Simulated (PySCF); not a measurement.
Method: PBE-D3(BJ)/def2-TZVP // ωB97X-D3(BJ)/def2-TZVP in PySCF. All species are isolated molecules in the gas phase. 

Reference species (SMILES): `BrC(Br)(Br)Br` (neutral, multiplicity 1).

| Quantity | Value |
|---|---|
| HOMO–LUMO gap | 3.60 eV |

Changed species: `C` (4 of 4 Br replaced by H; the reference has 0 of 4 Br replaced by H).

Problem. Predict the effect on the HOMO–LUMO gap.

Solution. the HOMO–LUMO gap goes up by 6.75 eV, to 10.35 eV.
